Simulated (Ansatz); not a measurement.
**C₂H₂B radical (SMILES [BH]C#C): a rigid scan of the angle H4–B1–C2**

The task here is to estimate one member of a computed series from the others.

Computed with Ansatz 0.2.0, Gaussian basis. Level: single points in def2-TZVPP.

Levels: PBE-D4, r2SCAN-D4, PBE0-D4, B3LYP-D4, wB97M-V, Hartree-Fock, MP2, CCSD, CCSD(T). The scan takes 122.7, 127.2, 131.7, 136.2, 140.7, 145.2, 149.7, 154.2, 158.7°.

Cores are frozen in the correlated methods. Orbitals are unrestricted. B3LYP uses VWN-RPA correlation.

28 further runs of the same task are left out: 28 set aside as unsound or not needed.

## The starting structure

The minimum, relaxed at PBE0-D4: SMILES `[BH]C#C`, 5 atoms, charge 0, spin multiplicity 2.

Atoms are counted from 1 here; the program's logs count them from 0.

Bond lengths: B1–C2 1.447 Å, B1–H4 1.181 Å, C2–C3 1.221 Å, C3–H5 1.066 Å. Angles: C2–B1–H4 140.7°, B1–C2–C3 174.8°, C2–C3–H5 179.8°.

Geometry (Å):

```xyz
5
charge 0, multiplicity 2
B    -0.9953    0.8796   -0.3996
C     0.0318   -0.0080    0.1021
C     0.8786   -0.7150    0.6260
H    -1.5332    1.1776   -1.4080
H     1.6181   -1.3342    1.0795
```

Energies of the minimum (eV), from earlier single points: PBE-D4 -2775.64717, r2SCAN-D4 -2777.85923, PBE0-D4 -2775.88164, B3LYP-D4 -2779.97799, wB97M-V -2778.24377, CCSD(T) -2772.84763.

At the minimum the angle H4–B1–C2 is 140.7°.

Set-up of the first run:

Input file ccsdt-tzvpp/in.yaml:

```yaml
crystal:
  periodic: [false, false, false]
  atoms:
    - {symbol: B, position_ang: [-0.995346, 0.879566, -0.399640]}
    - {symbol: C, position_ang: [0.031777, -0.008033, 0.102115]}
    - {symbol: C, position_ang: [0.878647, -0.714980, 0.626023]}
    - {symbol: H, position_ang: [-1.300787, 0.921992, -1.539709]}
    - {symbol: H, position_ang: [1.618086, -1.334175, 1.079486]}
basis:
  gaussian: {orbitals: def2-TZVPP}
magnetization: {spin_polarized: true, initial_magnetization: 1}
correlation: {method: ccsd_t}
scf: {omitted_lower_state_checks: [cluster_reference]}
```

The command line of these runs was not kept.

Steps of the session up to this table: H4–B1–C2 = 122.7°; H4–B1–C2 = 127.2°; H4–B1–C2 = 131.7°; H4–B1–C2 = 136.2°; H4–B1–C2 = 140.7°; H4–B1–C2 = 145.2°; H4–B1–C2 = 149.7°; H4–B1–C2 = 154.2°; H4–B1–C2 = 158.7°.

One table of the session follows, with a row left open; its other results are not shown here.

It belongs to the step «The curves». Energies less that of the minimum at the same level (eV):

| angle (°) | PBE-D4 | PBE0-D4 | B3LYP-D4 | wB97M-V | Hartree-Fock |
| --- | --- | --- | --- | --- | --- |
| 122.7 | 0.095 | 0.085 | 0.091 | 0.088 | 0.053 |
| 127.2 | 0.053 | 0.045 | 0.049 | 0.047 | 0.016 |
| 131.7 | 0.025 | 0.019 | 0.021 | 0.020 | -0.003 |
| 136.2 | 0.007 | 0.004 | 0.005 | 0.005 | -0.008 |
| 140.7 | 0.000 | 0.000 | 0.000 | 0.000 | 0.000 |
| 140.7 (minimum) | 0.000 | 0.000 | 0.000 | 0.000 | 0.000 |
| 145.2 | 0.000 | 0.004 | 0.003 | 0.003 | 0.018 |
| 149.7 | 0.007 | 0.013 | 0.012 | 0.011 | 0.043 |
| 154.2 | ? | ? | ? | ? | ? |
| 158.7 | 0.031 | 0.043 | 0.041 | 0.039 | 0.103 |

Q: Estimate the row for angle (°) = 154.2 from the others.

Worked estimate for «PBE-D4». A straight line through the neighbours (149.7, 0.007) and (158.7, 0.031) gives 0.007 + (0.031 − 0.007) × (154.2 − 149.7) / (158.7 − 149.7) = 0.019; a parabola fitted to 3 rows on both sides gives 0.017.

**Answer.** PBE-D4: 0.018; PBE0-D4: 0.027; B3LYP-D4: 0.025; wB97M-V: 0.024; Hartree-Fock: 0.072. In «PBE-D4» the line misses by +0.001 and the parabola by -0.001.

To keep in mind: A polynomial through the near points puts the CCSD(T) minimum 3.7° below the PBE0-D4 value. The unrestricted reference is spin-contaminated, which hurts MP2 most.
